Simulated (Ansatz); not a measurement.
# BHO2 (oxoborinic acid): methods side by side

The species is BHO2 (4 atoms), meant as a singlet with charge 0. SMILES: `O=BO`. The coordinates come from a PBE0-D4/def2-TZVP relaxation.

```xyz
4

O    -1.5551    0.5235    0.4285
B    -0.4239    0.1320    0.2486
O     0.8167   -0.3020    0.1086
H     1.1623   -0.3535   -0.7857
```

Each level gives the energy change with the B2–O3 bond stretched from 1.322 to 3.304 Å (eV). The values are calculated.

```
                      level                    kind  program  value (eV)  less FCI/STO-3G
  SVWN5/STO-3G (restricted)                     LDA   Ansatz        8.81            +3.54
   BLYP/STO-3G (restricted)                     GGA   Ansatz        7.77            +2.50
 revPBE/STO-3G (restricted)                     GGA   Ansatz        7.80            +2.53
 r2SCAN/STO-3G (restricted)                meta-GGA   Ansatz        8.50            +3.23
  HSE06/STO-3G (restricted)  range-separated hybrid   Ansatz        9.10            +3.83
wB97M-V/STO-3G (restricted)  range-separated hybrid   Ansatz        9.66            +4.39
  wB97X/STO-3G (restricted)  range-separated hybrid   Ansatz        9.78            +4.51
 B2PLYP/STO-3G (restricted)           double hybrid   Ansatz        7.56            +2.29
                 FCI/STO-3G      exact in the basis   Ansatz        5.27             0.00
```

FCI/STO-3G is exact within its basis and frozen core, so for wave-function methods in that basis the difference is their error; functionals converge differently with the basis, so for them it is only a difference. The first shape isn't each level's own minimum. The values span 5.27 to 9.78 eV. All rows use very small basis sets, so none should be taken for the real molecule's value.
